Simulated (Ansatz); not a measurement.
Geometry optimisation, Ansatz 0.2.0, RKS PBE-D4/6-31G*.

Input file:

```yaml
crystal:
  periodic: [false, false, false]
  atoms:
    - { symbol: B, position_ang: [0.0, 0.0, 0.0] }
    - { symbol: Cl, position_ang: [0.0, 0.0, 2.21] }
    - { symbol: O, position_ang: [1.2211, 0.0, -0.705] }
    - { symbol: H, position_ang: [1.5209, -0.9519, -0.8599] }
    - { symbol: H, position_ang: [-1.0305, 0.0, -0.595] }
    - { symbol: H, position_ang: [0.0668, 1.4124, 0.4698] }
    - { symbol: H, position_ang: [0.0595, 1.2578, 1.3665] }
basis:
  gaussian: { orbitals: "6-31G*" }
hamiltonian:
  xc: pbe
  dispersion: d4
relax:
  f_tol: 0.15
  max_steps: 25
  restrain:
    - { distance: [0, 5], at: 2.39, k: 30.0 }
    - { distance: [6, 1], at: 2.57, k: 30.0 }
    - { distance: [0, 1], at: 1.86, k: 30.0 }
    - { distance: [6, 5], at: 0.66, k: 30.0 }
```

Command:

```bash
$ ansatz run input.yaml --threads 1 --pin off --max-ram 2048MiB --backend cpu --events-out ev --progress --plain --runs-dir out
```

Question: Where does it end, and by what steps?

Answer: The run converged. The restraints hold the end off the free minimum. After 11 steps the energy has fallen by 2.751 eV (the restraints' own energy left out); Cl2 moved furthest, 0.85 Å. Parted: Cl2–H7 (1.52 → 2.58 Å).

| step | energy less start (eV) | largest force component (eV/Å) | accepted |
| --- | --- | --- | --- |
| 0 | 0.0000 | 3.206 | yes |
| 1 | -0.4527 | 1.999 | yes |
| 2 | -0.8234 | 4.098 | yes |
| 3 | -1.5123 | 3.008 | yes |
| 4 | -2.1092 | 2.484 | yes |
| 5 | -2.3742 | 1.271 | yes |
| 6 | -2.5173 | 2.098 | yes |
| 7 | -2.7369 | 1.325 | yes |
| 8 | -2.7301 | 1.769 | yes |
| 9 | -2.7510 | 1.177 | yes |
| 10 | -2.7679 | 0.796 | no |
| 11 | -2.7507 | 1.404 | yes |

```xyz
7
Properties=species:S:1:pos:R:3
B -0.102 -0.299 0.023
Cl 0.104 -0.737 1.792
O 0.940 -0.386 -0.831
H 1.764 -0.666 -0.380
H -1.187 0.008 -0.373
H 0.172 2.035 0.499
H 0.148 1.763 1.156
```

The run took 19 s on 1 thread of Arm Neoverse V1, on a shared host, peak memory 0.12 GiB.
